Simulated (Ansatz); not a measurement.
Cartesian coordinates (Å):
```xyz
10

C      0.9370     1.3647    -0.8093
C      0.4781     0.1442    -0.5268
C     -0.4781    -0.1442     0.5268
C     -0.9369    -1.3647     0.8093
H      0.6094     2.2330    -0.2491
H      1.6502     1.5345    -1.6045
H      0.8264    -0.7057    -1.1073
H     -0.8264     0.7057     1.1073
H     -1.6502    -1.5345     1.6045
H     -0.6094    -2.2330     0.2491
```
Charge 0, multiplicity 1.

Level of theory: frozen-core CCSD(T)/aug-cc-pVTZ // B3LYP-D3(BJ)/def2-TZVPD (Ansatz, a first-principles code). The restricted HF reference is unstable towards unrestricted orbitals.

```yaml
HF energy: -154.97923 Ha
MP2 correlation energy: -0.65907 Ha
```

Task: Estimate the CCSD correlation energy, the (T) correction, the total energy and the T1 diagnostic.

Result: 
CCSD correlation energy: -0.69326 Ha
(T) correction: -0.03317 Ha
CCSD(T) total energy: -155.70566 Ha
T1 diagnostic: 0.011
